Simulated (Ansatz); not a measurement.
```xyz
8

N     0.053    0.834    0.945
C     0.341   -0.171    0.006
F     1.588   -0.655    0.244
C    -0.595   -0.972   -0.689
N    -0.027   -0.104   -1.417
H    -0.816    1.300    0.728
H     0.802    1.515    0.980
H    -1.346   -1.748   -0.797
```

The species carries charge 0 and has multiplicity 1.

(1) List the ωB97M-V/def2-TZVPP orbital energies in eV (Ansatz 0.2.0). (Best estimate.)

Answers

(1) Ansatz gave: Occupied: -677.65, -395.64, -394.89, -285.64, -283.39, -36.96, -31.44, -27.99, -20.52, -19.85, -18.15, -17.50, -15.96, -15.74, -14.20, -13.44, -12.65, -11.52, -9.47. Lowest empty: 1.31, 2.60, 3.39, 3.98, 4.74, 5.70, 6.38, 7.15.
